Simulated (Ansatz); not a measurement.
doublet O2F: levels of theory in one basis

```xyz
3

F     0.0213    0.1683   -1.2504
O     0.0197   -0.5240    0.2062
O    -0.0258    0.3272    1.0510
```

Basis set: cc-pVTZ (spherical functions). Left uncorrelated: 3 orbitals. Correlation on ROHF uses semicanonical orbitals with singles. Charge 0, multiplicity 2.

Computed with Ansatz (development build ahead of 0.2.0); each method stands on the lowest determinant of its kind that the runs found.

```
  method  E − E(ROHF) (eV)  <S²> of the determinant
    ROHF              0.00                     0.75
     UHF             -1.48                     1.49
ROHF-MP2            -20.14                        –
```

(1) What does UHF-MP2 give on the same scale?

(2) Is a single determinant a sound starting point here?

Results:

(1) -19.21 eV.

(2) It is doubtful. Unrestricted orbitals lower Hartree–Fock by 1.48 eV and <S²> is 1.49 where a pure state has 0.75, a sign of strong static correlation.

Caution for ROHF, ROHF-MP2: an unrestricted determinant lies well below. Caution for UHF, UHF-MP2: the unrestricted determinant is spin contaminated. Caution for ROHF-MP2: other determinants can give a lower correlated total. Caution for ROHF-MP2, UHF-MP2: forces differ strongly between restricted and unrestricted references.
